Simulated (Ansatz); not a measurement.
# C3H4ClN: a ladder of functionals and wavefunction methods

One table from this session's results is given with a row withheld; the runs are named, their logs left out.

Program: Ansatz 0.2.0, Gaussian basis. Level of theory: functionals in def2-TZVPP, the program's frozen cores in correlated methods. These are calculated values, not measurements.

Plan: LDA (SPW92), PBE-D4, revPBE-D4, BLYP-D4, r2SCAN-D4, B97M-V, PBE0-D4, B3LYP-D4, r2SCANh-D4, r2SCAN0-D4, HSE06-D4, BHLYP-D4, CAM-B3LYP-D4, LC-ωPBE, ωB97X-V, ωB97M-V, B2PLYP, PBE-QIDH; CCSD(T)/def2-SVP; CCSD(T)/def2-TZVPP; MP2/def2-QZVPP; extrapolation to the limit; RPA on PBE.

## The relaxed structure

All runs share one geometry, relaxed beforehand with PBE0-D4 in a triple-zeta def2 set.

9 atoms, charge 0, spin multiplicity 1.

Atoms are counted from 1 here; the program's logs count them from 0.

Bond lengths: Cl1–C2 1.710 Å, C2–N3 1.272 Å, C2–C5 1.491 Å, N3–C4 1.493 Å, C4–C5 1.545 Å, C4–H6 1.091 Å, C4–H7 1.091 Å, C5–H8 1.090 Å, C5–H9 1.090 Å. Angles: Cl1–C2–N3 127.4°, Cl1–C2–C5 130.8°, N3–C2–C5 101.8°, C2–N3–C4 88.8°, N3–C4–C5 90.0°, N3–C4–H6 112.1°, N3–C4–H7 112.1°, C5–C4–H6 115.7°, C5–C4–H7 115.7°, H6–C4–H7 110.0°, C2–C5–C4 79.4°, C2–C5–H8 115.7°, C2–C5–H9 115.7°, C4–C5–H8 116.7°, C4–C5–H9 116.7°, H8–C5–H9 110.0°.

Set-up of the first run:

Contents of in.yaml:

```yaml
crystal:
  periodic: [false, false, false]
  atoms:
    - {symbol: Cl, position_ang: [-1.061980, -2.393104, -0.798649]}
    - {symbol: C, position_ang: [-0.213162, -0.959515, -0.414260]}
    - {symbol: N, position_ang: [0.962011, -0.636751, -0.777755]}
    - {symbol: C, position_ang: [0.811724, 0.641154, -0.020337]}
    - {symbol: C, position_ang: [-0.613314, 0.220554, 0.404689]}
    - {symbol: H, position_ang: [0.872243, 1.513559, -0.672408]}
    - {symbol: H, position_ang: [1.539852, 0.726867, 0.787400]}
    - {symbol: H, position_ang: [-1.437944, 0.813533, 0.007813]}
    - {symbol: H, position_ang: [-0.770929, 0.027502, 1.466307]}
basis:
  gaussian: {orbitals: def2-TZVPP}
hamiltonian: {xc: lda}
output: {orbitals: {seedname: orbitals}}
```

Steps of the session up to this table: LDA; PBE-D4 (GGA); revPBE-D4 (GGA); BLYP-D4 (GGA); r2SCAN-D4 (meta-GGA); B97M-V (meta-GGA); PBE0-D4 (hybrid); B3LYP-D4 (hybrid); r2SCANh-D4 (hybrid); r2SCAN0-D4 (hybrid); HSE06-D4 (hybrid); BHLYP-D4 (hybrid); CAM-B3LYP-D4 (range-separated); LC-ωPBE (range-separated); ωB97X-V (range-separated); ωB97M-V (range-separated); B2PLYP (double hybrid); PBE-QIDH (double hybrid).

One of the session's tables, all rows but one given; the rest of the session is left out.

It belongs to the step «Frontier levels by functional». 

| functional | HOMO (eV) | gap (eV) |
| --- | --- | --- |
| LDA (SPW92) | -6.65 | 4.99 |
| PBE-D4 | -6.52 | 5.08 |
| revPBE-D4 | -6.46 | 5.11 |
| BLYP-D4 | -6.42 | 5.11 |
| r2SCAN-D4 | -6.84 | 5.59 |
| B97M-V | -7.01 | 5.88 |
| PBE0-D4 | -8.08 | 7.72 |
| B3LYP-D4 | -7.83 | 7.22 |
| r2SCANh-D4 | -7.42 | 6.57 |
| r2SCAN0-D4 | -8.29 | 8.04 |
| HSE06-D4 | ? | ? |
| BHLYP-D4 | -9.32 | 10.17 |
| CAM-B3LYP-D4 | -9.55 | 10.39 |
| LC-ωPBE | -10.93 | 12.96 |
| ωB97X-V | -10.55 | 12.52 |
| ωB97M-V | -10.42 | 12.33 |

Q: Estimate the row for HSE06-D4 from the others.

As computed: HOMO (eV): -7.67; gap (eV): 6.92. In the column «HOMO (eV)» it lies between B3LYP-D4 (-7.83) and r2SCANh-D4 (-7.42).
